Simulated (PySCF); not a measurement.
# SCS-MP2/6-31G(d) (spherical functions) run of C2HClF2 (SMILES FC(F)=CCl)

Aim: the energy change on altering one bond length of C2HClF2 at SCS-MP2/6-31G* (spherical functions), from 2 runs. Input form: a Python script.

Program for the calculation: PySCF 2.14.0.

3 further runs of the same task are left out: 3 set aside as unsound or not needed.

## (1) The structure to begin with

C2HClF2: 6 atoms, total charge 0, spin state singlet. SMILES: `FC(F)=CCl`. The shape is that of a PBE0-D4/def2-TZVP optimisation.

Bond lengths: F1–C2 1.312 Å, C2–F3 1.305 Å, C2–C4 1.321 Å, C4–Cl5 1.706 Å, C4–H6 1.079 Å. Angles: F1–C2–F3 111.1°, F1–C2–C4 123.1°, F3–C2–C4 125.8°, C2–C4–Cl5 122.3°, C2–C4–H6 120.1°, Cl5–C4–H6 117.5°.

## (2) The energy at SCS-MP2/6-31G(d) (spherical functions)

Contents of calc.py:

```python
# FC(F)=CCl
from pyscf import gto, mp

system = gto.Mole()
system.atom = '''
F        0.901010      -0.810380       1.342040
C        0.267650      -0.562200       0.220370
F        0.192510      -1.632620      -0.522730
C       -0.218360       0.626770      -0.086550
Cl      -1.039010       0.926430      -1.552100
H       -0.103800       1.452000       0.598970
'''
system.basis = '6-31g*'
system.verbose = 3
system.max_memory = 1860
system.build()

mf = system.RHF()
mf.conv_tol = 1e-10
mf.kernel()
if not mf.converged:
    mf = mf.newton().run(mf.mo_coeff, mf.mo_occ)

pt = mp.MP2(mf, frozen=9).run()
etot = mf.e_tot + 1.2 * pt.e_corr_os + pt.e_corr_ss / 3
print('E = %.10f Eh' % etot)
```

Launch:

```bash
$ OMP_NUM_THREADS=1 python calc.py
```

Standard output:

```text
converged SCF energy = -734.626286586287
E(RMP2) = -735.337984615408  E_corr = -0.711698029121435
E(SCS-RMP2) = -735.311643663673  E_corr = -0.685357077386562
E = -735.3116436637 Eh
```

It took 2.1 s on 1 thread of Intel Xeon at 2.70GHz, shared host; peak memory 0.17 GiB.

## (3) The distorted shape at the same level

Contents of input.py:

```python
from pyscf import gto, scf, mp

molecule = gto.M(
    atom=[
    ('F', (0.973904, -0.988707, 1.388073)),
    ('C', (0.340544, -0.740527, 0.266403)),
    ('F', (0.265404, -1.810947, -0.476697)),
    ('C', (-0.218360, 0.626770, -0.086550)),
    ('Cl', (-1.039010, 0.926430, -1.552100)),
    ('H', (-0.103800, 1.452000, 0.598970)),
],
    verbose=3,
    basis='6-31g*',
    max_memory=1860,
    spin=0,
)

myscf = scf.RHF(molecule)
myscf.conv_tol = 1e-10
myscf.kernel()
if not myscf.converged:
    myscf = myscf.newton().run(myscf.mo_coeff, myscf.mo_occ)

pt = mp.MP2(myscf, frozen=9).run()
e_tot = myscf.e_tot + 1.2 * pt.e_corr_os + pt.e_corr_ss / 3
print('E(%s) = %.9f' % ('SCS-MP2', e_tot))
```

Launch:

```bash
$ OMP_NUM_THREADS=1 python input.py
```

Standard output:

```text
converged SCF energy = -734.583396884122
E(RMP2) = -735.309793045357  E_corr = -0.726396161235618
E(SCS-RMP2) = -735.283644136935  E_corr = -0.700247252812658
E(SCS-MP2) = -735.283644137
```

Wall time 1.8 s (1 thread of Intel Xeon at 2.70GHz, shared host); peak memory 0.17 GiB.

## (4) What came out

At SCS-MP2/6-31G* (spherical functions), 9 core orbitals frozen:

| quantity | value |
| --- | --- |
| first shape: total energy | -735.31164 Eh |
| first shape: dipole moment (Hartree–Fock density) | 1.19 D |
| first shape: HOMO energy (Hartree–Fock orbitals) | -10.22 eV |
| first shape: LUMO energy (Hartree–Fock orbitals) | 4.75 eV |
| first shape: HOMO–LUMO gap (Hartree–Fock orbitals) | 14.97 eV |
| first shape: correlation energy (9 core orbitals frozen) | -685.4 mEh |
| distorted shape: total energy | -735.28364 Eh |
| distorted shape: dipole moment (Hartree–Fock density) | 1.11 D |
| distorted shape: HOMO energy (Hartree–Fock orbitals) | -9.26 eV |
| distorted shape: LUMO energy (Hartree–Fock orbitals) | 3.44 eV |
| distorted shape: HOMO–LUMO gap (Hartree–Fock orbitals) | 12.70 eV |
| distorted shape: correlation energy (9 core orbitals frozen) | -700.2 mEh |
| energy change with the C2–C4 bond stretched from 1.321 to 1.519 Å | 0.762 eV |

With the C2–C4 bond stretched from 1.321 to 1.519 Å the energy rises by 0.76 eV (17.6 kcal/mol). The first shape isn't relaxed at this level, so the change isn't measured from a minimum. Mulliken charges (first shape) of the mean-field density run from -0.47 on C4 to +0.93 on C2. Mulliken charges (distorted shape) of the mean-field density run from -0.46 on C4 to +0.86 on C2.
